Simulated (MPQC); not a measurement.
# CH3BN− (SMILES [H][B-]([H])([H])C#N): a first try and a second

Wanted: a single-point energy of CH3BN−, SVWN-RPA/4-31G (Cartesian functions).

Program for the calculation: MPQC 2.3.1.

5 further runs of the same task are left out: 4 that didn't finish, 1 set aside as unsound or not needed.

## Step 1: The structure to begin with

The species is CH3BN− (6 atoms), meant as a singlet with charge -1. As SMILES, `[H][B-]([H])([H])C#N`. Geometry: relaxed at GFN2-xTB.

Bond lengths: B1–C2 1.555 Å, C2–N3 1.159 Å, B1–H4 1.224 Å, B1–H5 1.225 Å, B1–H6 1.224 Å. Angles: B1–C2–N3 179.5°, C2–B1–H4 108.6°, C2–B1–H5 108.7°, C2–B1–H6 108.8°, H4–B1–H5 110.2°, H4–B1–H6 110.3°, H5–B1–H6 110.2°.

## Step 2: Try one

Contents of input.in:

```
% RKS/4-13G
symmetry: auto
method: RKS (xc = SVWN1RPA)
charge: -1
multiplicity: 1
checkpoint: no
optimize: no
molecule: (angstrom)
  B     -0.008840    -0.000890    -0.515200
  C      0.012590     0.003010     1.039770
  N      0.037140     0.002160     2.198270
  H      1.146410     0.004020    -0.920920
  H     -0.598610     1.000520    -0.903260
  H     -0.588700    -1.008830    -0.898660
memory: 1000000000
basis: 4-13G
```

On the command line:

```
$ mpqc input.in > input.out
```

Output:

```text
MPQC: Massively Parallel Quantum Chemistry
                                   Version 2.3.1

  Using IntegralV3 by default for molecular integrals evaluation

  Molecule: setting point group to c1
  GaussianBasisSet::count_shells_ couldn't find ":basis:boron:4-13G":
  PrefixKeyVal: error: "The keyword was not found."
    prefix:
      "basis"
    keyval:
    ParsedKeyVal: error: "The keyword was not found."
ERROR: EXCEPTION RAISED:
GaussianBasisSet::count_shells_ -- couldn't find the basis set
terminate called after throwing an instance of 'std::runtime_error'
```

It took 0.35 s on 1 thread of Intel Xeon at 2.50GHz (Skylake/Cascade Lake), shared host; peak memory 0.27 GiB.

## Step 3: What went wrong

The input was rejected.

The log says `GaussianBasisSet::count_shells_ -- couldn't find the basis set`. Cause: the input names a basis that the program doesn't know. To mend it: basis set 4-31G in place of 4-13G.

## Step 4: Try two

Contents of input.in:

```
% CH3BN
symmetry: auto
method: KS (xc = SVWN1RPA)
charge: -1
molecule: (angstrom)
  B     -0.008840    -0.000890    -0.515200
  C      0.012590     0.003010     1.039770
  N      0.037140     0.002160     2.198270
  H      1.146410     0.004020    -0.920920
  H     -0.598610     1.000520    -0.903260
  H     -0.588700    -1.008830    -0.898660
basis: 4-31G
multiplicity: 1
checkpoint: no
memory: 1000000000
```

On the command line:

```
$ mpqc input.in > input.out
```

Output:

```text
MPQC: Massively Parallel Quantum Chemistry
[...]
  Integrated electron density error = -0.000304539373
  iter     1 energy = -118.5005169240 delta = 1.91889e-01
  Integrated electron density error = 0.000045215875
  iter     2 energy = -118.6599444474 delta = 7.40471e-02
[...]
  Integrated electron density error = 0.000000742940
  iter     8 energy = -118.6939211223 delta = 6.16455e-05
  Integrated electron density error = 0.000000742737
  iter     9 energy = -118.6939212214 delta = 2.39152e-05
  Integrated electron density error = 0.000000742758
  iter    10 energy = -118.6939212208 delta = 1.57967e-06
  Integrated electron density error = 0.000000742750
  iter    11 energy = -118.6939212212 delta = 1.63045e-06
[...]
  LUMO is    12   A =   0.213436
  total scf energy = -118.6939212212
Value of the MolecularEnergy: -118.6939212212
[...]
        symmetry = c1
[...]
```

Run time: 3.3 s. Hardware: 1 thread of Intel Xeon at 2.50GHz (Skylake/Cascade Lake), shared host; peak memory 0.27 GiB.

## Step 5: Results

At SVWN-RPA/4-31G (Cartesian functions):

```
                                             quantity          value
                                         total energy  -118.69392 Eh
                                          HOMO energy       -1.40 eV
                                          LUMO energy        5.81 eV
HOMO–LUMO gap (to an unbound level, set by the basis)        7.21 eV
```
